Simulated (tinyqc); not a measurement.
Stretching all distances: RHF, UHF, MP2, CISD and CCSD against full CI in the sto-3g basis, for HF, spin multiplicity 1. Computed by the program tinyqc with PySCF. All coordinates are multiplied by the scale. c0^2 is the weight of the RHF determinant in the lowest singlet FCI state (UHF is spin-contaminated and may lie near states of higher spin) and n(LUMO) the first natural occupation beyond the occupied space.

Geometry (angstrom):
```
atom       x       y       z
F     0.0000  0.0000  0.0000
H     0.0000  0.0000  0.8940
```

Full CI energy (hartree) and errors against it (kcal/mol):
```
scale   distance 1-2 (angstrom)      E(FCI)       RHF      UHF      MP2    CISD    CCSD  <S^2> UHF    c0^2  n(LUMO)
0.9100                   0.8135  -98.556753   11.8417  11.8417   3.5326  0.0000  0.0000     0.0000  0.9908   0.0181
1.1200                   1.0013  -98.603260   20.6463  20.6463   7.2754  0.0000  0.0000     0.0000  0.9778   0.0436
1.3400                   1.1980  -98.578624   34.4451  34.4451  13.7644  0.0000  0.0000     0.0000  0.9502   0.0980
1.5500                   1.3857  -98.540819   52.4483  35.7451  22.5902  0.0000  0.0000     0.5408  0.9054   0.1868
1.7700                   1.5824  -98.505827   76.0421  24.4522  33.8809  0.0000  0.0000     0.7944  0.8388   0.3194
2.2000                   1.9668  -98.467596  128.0262   7.1889  52.9591  0.0000  0.0000     0.9578  0.6910   0.6145
2.4100                   2.1545  -98.460204  150.8848   3.5309  55.7772  0.0000  0.0000     0.9808  0.6338   0.7288
```

Estimate the missing row, scale = 1.98.

Computed row:
```
scale   distance 1-2 (angstrom)      E(FCI)       RHF      UHF      MP2    CISD    CCSD  <S^2> UHF    c0^2  n(LUMO)
1.9800                   1.7701  -98.482270  101.4368  14.1976  44.6709  0.0000  0.0000     0.9047  0.7647   0.4672
```

UHF parts from RHF first at scale 1.55 of those listed, where <S^2> leaves zero. The weight c0^2 goes from 0.99 to 0.63 and n(LUMO) from 0.02 to 0.73: static correlation grows as the bonds break into open-shell fragments. The spread of the error along the curve, which distorts its shape, is CISD 0.0, CCSD 0.0, UHF 32.2, MP2 52.2, RHF 139.0 kcal/mol. With one virtual orbital CISD and CCSD are exact.
